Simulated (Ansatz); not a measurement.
The parent structure is Cu in the fcc (Cu type) structure (space group Fm-3m, No. 225).

Cu has the cubic space group Fm-3m (No. 225), the fcc (Cu type) structure, Pearson symbol cF4. Conventional cell: a = b = c = 3.630 Å, α = β = γ = 90.00°. Cu on 4a is coordinated by 12 Cu at 2.567 Å (cuboctahedral). (Neighbours: up to the widest gap in distance over summed covalent radii, below 1.35, at either atom.)
(The calculation used a cell of 1 atom; values per cell refer to that cell.)

All numbers come from PBE/PAW in Ansatz (a quantum-chemistry and plane-wave program), spin-orbit coupling left out.

Now apply this change: full substitution Cu → Ni; the structure is relaxed again.

Measured lattice parameter a: Cu 3.595 Å (static lattice; corrected from measurement; as listed in Gábor I. Csonka et al., Physical Review B (2009)); Ni 3.508 Å (static lattice; corrected from measurement; as listed in Daniel Mejia-Rodriguez, S. B. Trickey, Phys. Rev. B (2018)).

Problem. How well does PBE reproduce the measured shift?

Solution. With PBE the lattice parameter a moves by -0.111 Å (3.630 → 3.518) against -0.087 Å measured.

Other magnetic orders, which the real material may have, were not ruled out. No phonon test of stability was made. Spin-polarised in the final run: Ni; the other runs are not.
